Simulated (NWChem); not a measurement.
System: ammonia (NH3); SMILES N

Input file for NWChem:

```
start job
memory heap 200 mb stack 900 mb global 1100 mb
geometry units angstroms noautosym nocenter noautoz
  N      0.000000     0.000000     0.138852
  H      0.661761     0.661761    -0.266384
  H      0.242221    -0.903982    -0.266384
  H     -0.903982     0.242221    -0.266384
end
basis spherical
  * library def2-svpd
end
dft
  xc b3lyp
  iterations 150
end
property
  response 1 0.0773
end
task dft property
```

All runs use the structure optimised with PBE0/def2-SVP.

Field at 589 nm.

Predict the main results of this run. (B3LYP/def2-SVPD.) Quantities: isotropic polarisability (bohr³); anisotropy (bohr³).


```
Quantity                          Result
--------------------------------  ------
isotropic polarisability (bohr³)    14.0
anisotropy (bohr³)                   0.8
```
